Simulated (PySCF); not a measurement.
C₄H₇N.
Numbering: `[NH2:1][C@@H:2]1[C@H:3]2[CH2:4][C@@H:5]12` (hydrogens: H6, H7 on N1; H8 on C2; H9 on C3; H10, H11 on C4; H12 on C5)

Geometry (PBE0-D3(BJ)/def2-SVP, Å), atoms numbered from 1 in this order:
```xyz
12
C4H7N angstrom
N      1.875    0.023   -0.564
C      0.709    0.275    0.214
C     -0.292   -0.815    0.360
C     -1.475   -0.001    0.756
C     -0.653    0.406   -0.416
H      1.647   -0.499   -1.408
H      2.310    0.895   -0.855
H      0.927    0.896    1.099
H     -0.228   -1.860    0.056
H     -2.457   -0.434    0.542
H     -1.438    0.594    1.681
H     -0.925    0.520   -1.465
```

The closed-shell ground state was solved at several levels (PySCF, density fitting, gas phase, non-relativistic).

| level | basis functions | HOMO (eV) | LUMO (eV) | gap (eV) | dipole (D) |
| --- | --- | --- | --- | --- | --- |
| B3LYP/pcJ-1 | 205 | -6.41 | 1.22 | 7.63 | 1.64 |
| PBE0/pcSseg-1 | 120 | -6.68 | 1.56 | 8.24 | 1.65 |
| wB97X-D/def2-SVPD | 156 | -8.67 | 2.60 | 11.27 | 1.52 |

Task: Estimate the row for CAM-B3LYP/pcSseg-2, a basis of 278 functions; the other rows only guide the guess.

Result: HOMO -8.16 eV, LUMO 1.31 eV, gap 9.47 eV, dipole 1.55 D.

Task: Over all these levels, which gives the widest orbital gap and which the narrowest?

Result: wB97X-D/def2-SVPD (range-separated hybrid) has the widest, 11.27 eV, and B3LYP/pcJ-1 (global hybrid, 20 % exact exchange) the narrowest, 7.63 eV. Functional and basis both differ between the two, so the spread mixes both effects.

Task: How far do the dipole and the HOMO energy spread over the levels?

Result: The dipole runs from 1.52 to 1.65 D (mean 1.59 D) and the HOMO from -8.67 to -6.41 eV.

One conformer stands for the species.
